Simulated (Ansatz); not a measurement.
```yaml
crystal:
  periodic: [false, false, false]
  atoms:
    - {symbol: Al, position_ang: [0.000000, 0.000000, -2.163965]}
    - {symbol: Si, position_ang: [0.000000, 0.000000, 0.213286]}
    - {symbol: C, position_ang: [0.000000, 0.000000, 1.950679]}
basis:
  gaussian: {orbitals: def2-TZVP}
magnetization: {spin_polarized: true, initial_magnetization: 3}
hamiltonian: {xc: pbe0}
relax: {f_tol: 0.004, max_steps: 80}
```

```sh
$ ansatz run in.yaml --threads 1 --pin off --events-out ev --progress --plain --max-ram 2176MiB
```

Steps of the relaxation (energy above the last step; positions in Å, forces in eV/Å):

```
3
step 1, 45.4 meV
Al    0.000    0.000   -2.164    0.000    0.000   -0.753
Si    0.000    0.000    0.213    0.000    0.000    0.222
C     0.000    0.000    1.951    0.000    0.000    0.531
```

```
3
step 2, 5.6 meV
Al    0.000    0.000   -2.217    0.000    0.000   -0.242
Si    0.000    0.000    0.235    0.000    0.000    0.078
C     0.000    0.000    1.982    0.000    0.000    0.164
```

```
3
step 3, 0.0 meV
Al    0.000    0.000   -2.247    0.000    0.000   -0.015
Si    0.000    0.000    0.248    0.000    0.000    0.025
C     0.000    0.000    1.999    0.000    0.000   -0.010
```

```
3
step 5, 0.0 meV
Al    0.000    0.000   -2.249    0.000    0.000    0.000
Si    0.000    0.000    0.249    0.000    0.000    0.001
C     0.000    0.000    2.000    0.000    0.000   -0.001
```

Close pairs at the end: Si2–C3 1.751 Å, Al1–Si2 2.498 Å.

A stationary point of unrestricted PBE0 after 5 steps, with ⟨S²⟩ = 3.928 against 3.75 for a pure state; no frequencies were run, so it isn't proven a minimum. 17 s on 1 thread of AMD EPYC 9R45, shared host.
